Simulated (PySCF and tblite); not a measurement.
The numbers below are computed, except where a source is named.
Stationary points of C3H3ClN2 at B3LYP-D3(BJ)/def2-SVP, in Å:

Structure A

```
 1 Cl    0.230    1.540    2.103
 2 C     0.122    0.523    0.717
 3 C     0.114    0.925   -0.622
 4 N     0.125   -0.157   -1.420
 5 N     0.071   -1.316   -0.566
 6 C     0.030   -0.872    0.703
 7 H     0.125    1.934   -1.032
 8 H    -0.780   -1.016   -1.427
 9 H    -0.036   -1.560    1.544
```

Structure B

```
 1 Cl    0.038    1.337    2.154
 2 C    -0.177    0.436    0.697
 3 C    -0.136    0.924   -0.633
 4 N    -0.345   -0.061   -1.502
 5 N    -0.516   -1.157   -0.752
 6 C    -0.426   -0.922    0.585
 7 H     0.037    1.944   -0.970
 8 H    -0.693   -2.045   -1.206
 9 H    -0.540   -1.698    1.336
```

Level: PBE0/pcSseg-1 + D3(BJ) on B3LYP-D3(BJ)/def2-SVP stationary points, with GFN2-xTB thermal terms.

Which structure is a saddle point, and along which motion?

A: one imaginary mode (1589i cm⁻¹ at GFN2-xTB, mostly on H8), along the shift of hydrogen on N5 from N5 to N4.

Give their symmetry and energies above the lowest.

A Cs, 50.7 kcal/mol; B Cs, 0.0 kcal/mol.

Tunnelling of the moving H, left out here, will speed the real process. In real samples such hydrogens mostly exchange between molecules or through solvent, far faster than by this path.
